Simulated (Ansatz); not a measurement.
**Molecular dynamics of CH$_{5}$MgSi, charge -1**

Input file:

```yaml
crystal:
  periodic: [false, false, false]
  atoms:
    - { symbol: C, position_ang: [-1.404646, 1.552534, -1.641389] }
    - { symbol: Mg, position_ang: [-0.616911, 0.412424, -0.18284] }
    - { symbol: Si, position_ang: [1.134983, -1.153771, 1.094065] }
    - { symbol: H, position_ang: [-2.304152, 1.20193, -2.204986] }
    - { symbol: H, position_ang: [-1.507918, 2.656488, -1.499299] }
    - { symbol: H, position_ang: [1.746325, -0.528951, 2.350722] }
    - { symbol: H, position_ang: [2.393678, -1.694631, 0.406453] }
    - { symbol: H, position_ang: [0.558641, -2.446023, 1.677284] }
total_charge: -1
basis:
  gaussian: { orbitals: def2-SVP }
hamiltonian:
  xc: pbe
md:
  timestep: 0.5
  n_steps: 150
  ensemble: nvt_langevin
  temperature: 500.0
  initial_velocities: maxwell_boltzmann
  seed: 320191
  friction: 0.01
scf:
  lower_state_search: "off"
```

Launched with:

```bash
$ ansatz run input.yaml --threads 1 --pin off --max-ram 2048MiB --backend cpu --events-out ev --progress --plain --runs-dir out
```

It starts from a relaxed structure.

Output, in part (one step line in 6, the closing report, with atoms numbered from 0; the dipole of an ion depends on the origin):

```
md step     0: t =     0.00 fs  T =   437.5 K  F+E_penalty+E_count = -14424.45700559 eV  E_kin = 0.452410 eV  (19 SCF iters)
md step     6: t =     3.00 fs  T =   347.8 K  F+E_penalty+E_count = -14424.37750391 eV  E_kin = 0.359682 eV  (20 SCF iters)
md step    12: t =     6.00 fs  T =   378.6 K  F+E_penalty+E_count = -14424.31933347 eV  E_kin = 0.391464 eV  (20 SCF iters)
md step    18: t =     9.00 fs  T =   324.7 K  F+E_penalty+E_count = -14424.26400345 eV  E_kin = 0.335742 eV  (21 SCF iters)
md step    24: t =    12.00 fs  T =   289.1 K  F+E_penalty+E_count = -14424.24506125 eV  E_kin = 0.298994 eV  (20 SCF iters)
md step    30: t =    15.00 fs  T =   347.0 K  F+E_penalty+E_count = -14424.32314208 eV  E_kin = 0.358843 eV  (20 SCF iters)
md step    36: t =    18.00 fs  T =   363.4 K  F+E_penalty+E_count = -14424.32080412 eV  E_kin = 0.375770 eV  (20 SCF iters)
md step    42: t =    21.00 fs  T =   358.2 K  F+E_penalty+E_count = -14424.22958072 eV  E_kin = 0.370358 eV  (21 SCF iters)
md step    48: t =    24.00 fs  T =   377.7 K  F+E_penalty+E_count = -14424.20107206 eV  E_kin = 0.390522 eV  (20 SCF iters)
md step    54: t =    27.00 fs  T =   316.7 K  F+E_penalty+E_count = -14424.08967894 eV  E_kin = 0.327472 eV  (21 SCF iters)
md step    60: t =    30.00 fs  T =   190.0 K  F+E_penalty+E_count = -14424.03872361 eV  E_kin = 0.196499 eV  (21 SCF iters)
md step    66: t =    33.00 fs  T =   293.8 K  F+E_penalty+E_count = -14424.13722407 eV  E_kin = 0.303840 eV  (21 SCF iters)
md step    72: t =    36.00 fs  T =   366.9 K  F+E_penalty+E_count = -14424.12079322 eV  E_kin = 0.379408 eV  (21 SCF iters)
md step    78: t =    39.00 fs  T =   516.6 K  F+E_penalty+E_count = -14424.20515855 eV  E_kin = 0.534226 eV  (21 SCF iters)
md step    84: t =    42.00 fs  T =   421.1 K  F+E_penalty+E_count = -14424.13922578 eV  E_kin = 0.435473 eV  (21 SCF iters)
md step    90: t =    45.00 fs  T =   318.3 K  F+E_penalty+E_count = -14424.07219412 eV  E_kin = 0.329181 eV  (21 SCF iters)
md step    96: t =    48.00 fs  T =   357.6 K  F+E_penalty+E_count = -14424.07226195 eV  E_kin = 0.369802 eV  (21 SCF iters)
md step   102: t =    51.00 fs  T =   325.8 K  F+E_penalty+E_count = -14424.09489640 eV  E_kin = 0.336856 eV  (21 SCF iters)
md step   108: t =    54.00 fs  T =   444.7 K  F+E_penalty+E_count = -14424.15320974 eV  E_kin = 0.459816 eV  (21 SCF iters)
md step   114: t =    57.00 fs  T =   547.6 K  F+E_penalty+E_count = -14424.26988773 eV  E_kin = 0.566264 eV  (21 SCF iters)
md step   120: t =    60.00 fs  T =   676.0 K  F+E_penalty+E_count = -14424.27935337 eV  E_kin = 0.699036 eV  (20 SCF iters)
md step   126: t =    63.00 fs  T =   558.3 K  F+E_penalty+E_count = -14424.23089771 eV  E_kin = 0.577376 eV  (20 SCF iters)
md step   132: t =    66.00 fs  T =   498.2 K  F+E_penalty+E_count = -14424.21929114 eV  E_kin = 0.515190 eV  (20 SCF iters)
md step   138: t =    69.00 fs  T =   523.0 K  F+E_penalty+E_count = -14424.21184886 eV  E_kin = 0.540826 eV  (20 SCF iters)
md step   144: t =    72.00 fs  T =   549.1 K  F+E_penalty+E_count = -14424.24363635 eV  E_kin = 0.567767 eV  (20 SCF iters)
md step   150: t =    75.00 fs  T =   649.3 K  F+E_penalty+E_count = -14424.30506813 eV  E_kin = 0.671468 eV  (20 SCF iters)
Total energy: -14424.30511583 eV, -530.0834358615 hartree
Atom 0 at    -2.199846     1.030073    -1.626818 Å, force     1.083992     0.388529    -0.385303 eV/Å
Atom 1 at    -0.814325     0.281079    -0.433071 Å, force     0.330172    -0.221719     0.580371 eV/Å
Atom 2 at     1.106437    -1.056697     1.050707 Å, force    -1.115536     0.348880    -0.187646 eV/Å
Atom 3 at    -3.264373     1.022450    -1.474458 Å, force    -1.349687    -0.249434     0.247955 eV/Å
Atom 4 at    -1.961452     2.037384    -2.048977 Å, force     0.131571    -0.003294    -0.140515 eV/Å
Atom 5 at     1.998759    -0.183465     1.923826 Å, force     0.034455    -0.163519     0.119593 eV/Å
Atom 6 at     2.054507    -1.887262     0.257878 Å, force     0.549146    -0.391392    -0.157174 eV/Å
Atom 7 at     0.433073    -2.100395     1.984010 Å, force     0.335888     0.291951    -0.077282 eV/Å
Dipole moment:     0.657357    -0.373560     0.431334 e Å
```

All steps were run. A run of 0.075 ps of so small a system gives no equilibrium averages. Limits of this set-up: an anion without diffuse functions.

The same pairs are bonded in the first frame and the last. Pairs count as bonded within 1.25 times the sum of covalent radii (0.12 Å more for H–H).

Last frame:

```xyz
8
Properties=species:S:1:pos:R:3
C -2.200 1.030 -1.627
Mg -0.814 0.281 -0.433
Si 1.106 -1.057 1.051
H -3.264 1.022 -1.474
H -1.962 2.037 -2.049
H 1.999 -0.183 1.924
H 2.054 -1.887 0.258
H 0.433 -2.100 1.984
```

Time of the run: 2.8 min on 1 thread of Arm Neoverse V2 (shared host), peak memory 0.092 GiB.
